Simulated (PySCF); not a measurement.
# Fluorine: a sound run and one with changed settings

Sound run: F [He] 2s2 2p5, F⁺ [He] 2s2 2p4. All numbers are calculated (PySCF 2.14, the non-relativistic Hamiltonian (point nucleus), in def2-SVP (3s2p1d, 14 functions)). In the sound run the correlated levels freeze 1s2. The sound run starts from symmetry-adapted Hartree-Fock orbitals and uses a fine grid where one is needed.

Changed run: a valence shell is frozen. This setting is unsound on purpose.

```tsv
species	method	sound run (hartree)	changed run (hartree)	converged
F	MP2	-99.42243	-99.37389	yes
F	CCSD(T)	-99.43472	-99.38147	yes
F⁺	MP2	-98.79918	-98.74996	yes
F⁺	CCSD(T)	-98.81434	-98.75643	yes
```

Ionisation energy of F:

```csv
method,sound run (eV),changed run (eV)
UHF,15.772,15.772
MP2,16.959,16.978
SCS-MP2,16.914,17.003
CCSD,16.879,17.004
CCSD(T),16.881,17.008
```

Freezing a valence shell removes pair correlation that changes on ionisation.

For comparison, NIST gives 17.423 eV between the lowest levels.
